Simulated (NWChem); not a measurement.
**A calculation on methanethiol (CH4S)**

```xyz
6

C      1.0468     0.4733     0.0000
S     -0.5720    -0.3413     0.0000
H      1.1988     1.0855     0.8999
H      1.7951    -0.3313     0.0000
H      1.1988     1.0855    -0.8999
H     -1.3215     0.7816     0.0000
```
Charge 0, spin multiplicity 1.

All runs are NWChem calculations. The geometry was optimised at PBE0/def2-SVP, a minimum by its harmonic frequencies.

Symmetry labels belong to the abelian group Cs used in the runs, with the axes of the coordinates shown.

Q: List the lowest 4 singlet excitations that TD-PBE/aug-cc-pVDZ gives, with oscillator strengths.

A: 
```
state  symmetry  energy (eV)  wavelength (nm)      f
-----  --------  -----------  ---------------  -----
1            a"         4.76              260  0.006
2            a"         5.40              230  0.024
3            a"         6.01              206  0.010
4            a'         6.07              204  0.022
```
